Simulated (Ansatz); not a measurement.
# Ge2H (H-bridged), doublet: vertical spin and charge gaps

Geometry (PBE0/def2-TZVP stationary point for this spin, not checked as a minimum):

```xyz
3

Ge    0.0000   -0.4466    1.1824
Ge    0.0000   -0.4466   -1.1824
H     0.0000    0.8933    0.0000
```

Basis cc-pVTZ; Ansatz 0.2.0. Correlated methods freeze the noble-gas cores and the filled d shells of p-block atoms. Prefix R: restricted or restricted open-shell reference; prefix U: unrestricted. Active spaces: valence = (9e, 9o) chosen from the atoms' valence shells. No spin–orbit coupling is included, and no scalar relativity.

Gaps are energies of the second state less the first, at fixed atoms, for a selection of the levels run; each method lands on the state that its own search finds for that charge and spin.

Removing an electron, to the triplet: 7.635 eV at UCCSDT(Q).

```tsv
level	gap (eV)	error (meV)
UHF	6.775	-860
UMP2	7.616	-19
UCCSD	7.581	-54
UCCSD(T)	7.634	-1
BCCD(T)	7.641	6
UCCSDT	7.629	-6
CASSCF (valence space)	6.719	-916
NEVPT2 (valence space)	7.415	-220
MRCISD (valence space)	7.504	-131
MRCISD+Q (valence space)	7.628	-7
PBE	7.614	-21
r2SCAN	7.683	48
PBE0	7.649	14
B3LYP	7.705	70
wB97M-V	7.660	25
B2PLYP	7.623	-12
RPA-PBE	7.885	250
```

Quartet less doublet: 1.595 eV at UCCSDT(Q).

| level | gap (eV) | error (meV) |
| --- | --- | --- |
| UMP2 | 1.587 | -8 |
| UCCSD | 1.521 | -74 |
| BCCD(T) | 1.602 | 7 |
| UCCSDT | 1.586 | -9 |
| NEVPT2 (valence space) | 1.597 | 2 |
| MRCISD (valence space) | 1.615 | 20 |
| PBE0 | 1.528 | -67 |
| B3LYP | 1.696 | 101 |
| wB97M-V | 1.614 | 19 |
| B2PLYP | 1.667 | 72 |

Functionals correlate the shells that the reference freezes, so part of their error here is the reference's.

Full CI isn't at hand for all of this; UCCSDT(Q) serves as the reference, and is uncertain by about the last step of the cluster series. The frozen core follows each run's orbitals, which can shift R against U totals by a few meV for light atoms and by up to 0.1 eV past Ca.
